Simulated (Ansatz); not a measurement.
```yaml
crystal:
  periodic: [false, false, false]
  atoms:
    - {symbol: C, position_ang: [0.000000, 0.000000, 0.000000]}
    - {symbol: As, position_ang: [0.000000, 0.000000, 1.813500]}
basis:
  gaussian: {orbitals: def2-TZVP}
magnetization: {spin_polarized: true, initial_magnetization: 3}
hamiltonian: {xc: pbe0}
relax: {f_tol: 0.004, max_steps: 80}
```

```sh
$ ansatz run in.yaml --threads 1 --pin off --events-out ev --progress --plain --max-ram 2176MiB
```

Steps of the relaxation (energy above the last step; positions in Å, forces in eV/Å):

```
2
step 1, 7.7 meV
C     0.000    0.000    0.000    0.000    0.000   -0.599
As    0.000    0.000    1.813    0.000    0.000    0.599
```

```
2
step 2, 1.5 meV
C     0.000    0.000   -0.007    0.000    0.000   -0.259
As    0.000    0.000    1.821    0.000    0.000    0.259
```

```
2
step 3, 0.0 meV
C     0.000    0.000   -0.013    0.000    0.000   -0.012
As    0.000    0.000    1.826    0.000    0.000    0.012
```

```
2
step 4, 0.0 meV
C     0.000    0.000   -0.013    0.000    0.000    0.002
As    0.000    0.000    1.827    0.000    0.000   -0.002
```

Close pairs at the end: C1–As2 1.840 Å.

A stationary point of unrestricted PBE0 after 4 steps, with ⟨S²⟩ = 3.842 against 3.75 for a pure state. 21 s on 1 thread of Arm Neoverse V1, shared host.
